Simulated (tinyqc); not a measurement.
RKS/PBE0 in the sto-3g basis, for H2O, spin multiplicity 1, step by step. One step of it, computed by the program tinyqc.

Question. Iteration 2: DIIS coefficients. Solve [B -1; -1 0][c; lambda] = [0; -1] for the coefficients, which sum to one.

B (overlaps of the stored error matrices):
```
[[3.0373303e-01, -5.1700662e-01],
 [-5.1700662e-01, 3.2064639e+00]]
```

Give: DIIS coefficients.

Answer.

DIIS coefficients: [0.8194, 0.1806]
